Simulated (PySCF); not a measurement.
Simulated outer-valence photoelectron spectrum of `N#CC#CCF`. Computed with EOM-IP-CCSD/aug-cc-pVDZ in PySCF, restricted Hartree–Fock reference, 6 core orbitals frozen, non-relativistic, gas phase, PBE0-D3(BJ)/def2-SVP geometry.

Each root has a Gaussian of 0.6 eV full width with its one-hole share as area; cross sections and vibrations are left out, and the highest printed point is 100.

| ionisation energy (eV) | intensity |
| --- | --- |
| 10.6 | 1 |
| 10.8 | 5 |
| 11.0 | 19 |
| 11.2 | 42 |
| 11.4 | 58 |
| 11.6 | 54 |
| 11.8 | 33 |
| 12.0 | 12 |
| 12.2 | 3 |
| 12.4 | 0 |
| 12.6 | 0 |
| 12.8 | 1 |
| 13.0 | 6 |
| 13.2 | 19 |
| 13.4 | 39 |
| 13.6 | 52 |
| 13.8 | 61 |
| 14.0 | 76 |
| 14.2 | 99 |
| 14.4 | 100 |
| 14.6 | 65 |
| 14.8 | 25 |
| 15.0 | 6 |
| 15.2 | 1 |
| 15.4 | 0 |
| 15.6 | 0 |
| 15.8 | 0 |
| 16.0 | 0 |
| 16.2 | 0 |
| 16.4 | 0 |
| 16.6 | 0 |
| 16.8 | 0 |
| 17.0 | 0 |
| 17.2 | 0 |
| 17.4 | 0 |
| 17.6 | 1 |
| 17.8 | 6 |
| 18.0 | 18 |
| 18.2 | 33 |
| 18.4 | 32 |
| 18.6 | 16 |
| 18.8 | 5 |
| 19.0 | 1 |

Question: Where are the maxima, and how many lines lie under the curve?

Answer: 3 maxima, at 11.5, 14.3 and 18.3 eV, from 8 lines. At this width some lines have no maximum of their own.

Question: List the lines with their holes.

Answer: 
| E (eV) | leading hole (HF orbital) | area | Koopmans (eV) |
| --- | --- | --- | --- |
| 11.31 | HOMO | 0.96 | 11.39 |
| 11.61 | HOMO-1 | 0.96 | 11.66 |
| 13.48 | HOMO-4 | 0.91 | 16.07 |
| 13.87 | HOMO-2 | 0.94 | 14.73 |
| 14.25 | HOMO-3 | 0.93 | 14.85 |
| 14.34 | HOMO-6 | 0.94 | 16.60 |
| 14.47 | HOMO-5 | 0.93 | 16.10 |
| 18.29 | HOMO-7 | 0.94 | 20.15 |

The widest gap, 3.82 eV, lies between 14.47 and 18.29 eV. Only orbitals with −ε under 21 eV, eight at most, were ionised, so the high end of the curve may lack lines.
